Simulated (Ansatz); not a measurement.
# C2H4F: the cost of one run

All numbers below are computed with Ansatz 0.2.0 (UKS PBE-D4/6-31G*).

**1. The starting structure**

Bond lengths: C1–C2 1.407 Å, C2–F3 1.323 Å, C1–H4 1.059 Å, C1–H5 1.131 Å, C1–H6 1.117 Å, C2–H7 1.094 Å. Angles: C1–C2–F3 121.2°, C1–C2–H7 127.5°, F3–C2–H7 111.3°, C2–C1–H4 111.7°, C2–C1–H5 112.7°, C2–C1–H6 114.4°, H4–C1–H5 103.6°, H4–C1–H6 108.9°, H5–C1–H6 104.7°.

Structure file:

```xyz
7

C    -0.5077    0.3015   -0.1158
C     0.6735   -0.4414    0.0646
F     1.0717   -0.8146    1.2701
H    -1.1884   -0.1946   -0.7573
H    -0.3255    1.2905   -0.6335
H    -1.0334    0.5708    0.8325
H     1.3712   -0.7802   -0.7064
```

**2. Relaxing the start**

Contents of input.yaml:

```yaml
crystal:
  periodic: [false, false, false]
  atoms:
    - { symbol: C, position_ang: [-0.5077, 0.3015, -0.1158] }
    - { symbol: C, position_ang: [0.6735, -0.4414, 0.0646] }
    - { symbol: F, position_ang: [1.0717, -0.8146, 1.2701] }
    - { symbol: H, position_ang: [-1.1884, -0.1946, -0.7573] }
    - { symbol: H, position_ang: [-0.3255, 1.2905, -0.6335] }
    - { symbol: H, position_ang: [-1.0334, 0.5708, 0.8325] }
    - { symbol: H, position_ang: [1.3712, -0.7802, -0.7064] }
magnetization:
  spin_polarized: true
  initial_magnetization: 1
basis:
  gaussian: { orbitals: "6-31G*" }
hamiltonian:
  xc: pbe
  dispersion: d4
relax:
  f_tol: 0.02
  max_steps: 40
```

On the command line:

```sh
$ ansatz run input.yaml --threads 1 --pin off --max-ram 2048MiB --backend cpu --events-out ev --progress --plain --runs-dir out
```

Q: Estimate wall time and peak memory on 1 thread of Arm Neoverse V1, shared host.

About 21 s, with a peak of 0.11 GiB.
